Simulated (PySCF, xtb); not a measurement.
methane cation (CH4), SMILES C (connectivity only; charge and spin as stated), charge +1, multiplicity 2.

Harmonic wavenumbers (cm⁻¹) from xtb with GFN2-xTB at its own minimum, in rising order: 902, 902, 1103, 1115, 1373, 2621, 2799, 2799, 2806.

Q: What does PBE-D3(BJ)/def2-TZVPD in PySCF give at its own minimum? (An estimate is asked for; the answer gives what the named calculation found.)

A: 430, 430, 1013, 1246, 1407, 2636, 2748, 2838, 2838. Paired by order, the mean absolute difference is 148 cm⁻¹ and the zero-point energies are 23.5 and 22.3 kcal/mol.
